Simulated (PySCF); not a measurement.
CH3O, SMILES [O]C, multiplicity 2. Atoms are numbered in the order given.

```xyz
5

C      0.0132     0.5688     0.0000
O      0.0049    -0.7870     0.0000
H     -0.5656     0.9295     0.8686
H     -0.5656     0.9295    -0.8686
H      1.0126     1.0242     0.0000
```
Charge 0, spin multiplicity 2.

Geometry optimised at PBE0-D3(BJ)/def2-TZVP. The geometry has at least one imaginary mode, so it is a saddle point at that level. The isomer is the one that the SMILES or the coordinates give; other isomers of the formula were not compared.

Computed with M06-2X/def2-TZVPD (PySCF).

Isolated molecule, no solvent.

```json
{
 "total_energy": "-115.04219 hartree",
 "point_group": "Cs",
 "α spin, highest occupied and lowest empty level": "-10.18 and 0.46 eV",
 "β spin, highest occupied and lowest empty level": "-9.46 and -2.25 eV",
 "dipole_moment": "0.420 e·Å",
 "quadrupole, principal values (traceless, Buckingham form, about the centre of nuclear charge)": "-1.50, 0.03, 1.47 D·Å",
 "mean_static_polarisability": "20.2 bohr³ (2.99 Å³)",
 "polarisability_principal_values": "18.3, 19.6, 22.6 bohr³",
 "⟨S²⟩": "0.754 (pure state 0.75)"
}
```
